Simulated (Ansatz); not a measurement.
**AlH3 (quintet): wave-function methods side by side, def2-QZVPP**

The task here is to estimate one member of a computed series from the others.

Program: Ansatz 0.2.0, Gaussian basis. Level of theory: def2-QZVPP, core rule «outside noble gas», up to 5 orbitals frozen. These are calculated values, not measurements.

Plan: UHF; ROHF; CCSD(T) on UHF.

2 further runs of the same task are left out: 2 set aside as unsound or not needed.

## The geometry

The geometry is a PBE0/def2-TZVP stationary point (not a proven minimum) of the parent state, kept for this charge and spin.

4 atoms, charge 0, spin multiplicity 5.

Atoms are counted from 1 here; the program's logs count them from 0.

Bond lengths: Al1–H2 1.590 Å, Al1–H3 1.843 Å, Al1–H4 1.843 Å, H3–H4 0.841 Å. Angles: H2–Al1–H3 101.8°, H2–Al1–H4 101.8°, H3–Al1–H4 26.4°, Al1–H3–H4 76.8°, Al1–H4–H3 76.8°.

Set-up of the first run:

File in.yaml:

```yaml
crystal:
  periodic: [false, false, false]
  atoms:
    - {symbol: Al, position_ang: [0.000000, 0.074413, -0.095633]}
    - {symbol: H, position_ang: [0.000000, -1.372409, -0.753982]}
    - {symbol: H, position_ang: [0.420650, -0.309773, 1.656991]}
    - {symbol: H, position_ang: [-0.420650, -0.309773, 1.656991]}
basis:
  gaussian: {orbitals: "def2-QZVPP.json"}
magnetization: {spin_polarized: true, initial_magnetization: 4}
hamiltonian: {xc: hf}
output: {orbitals: {seedname: orbitals}}
```

Run with:

```
ansatz run in.yaml --threads 1 --pin off --events-out ev --progress --plain --max-ram 2816MiB --backend cpu
```

Among the steps run: UHF; ROHF; CCSD(T) on UHF.

One of the session's tables, all rows but one given; the rest of the session is left out.

It belongs to the step «Misses and costs». 

| method | from UCCSD(T) (kcal/mol) |
| --- | --- |
| ROHF | ? |
| UHF | +51.14 |
| UMP2 | +11.89 |
| UCCSD | +1.30 |
| UCCSD(T) | 0 |

**Question.** Estimate the row for ROHF.

As computed: from UCCSD(T) (kcal/mol): +51.74. In the column «from UCCSD(T) (kcal/mol)» it is the highest.
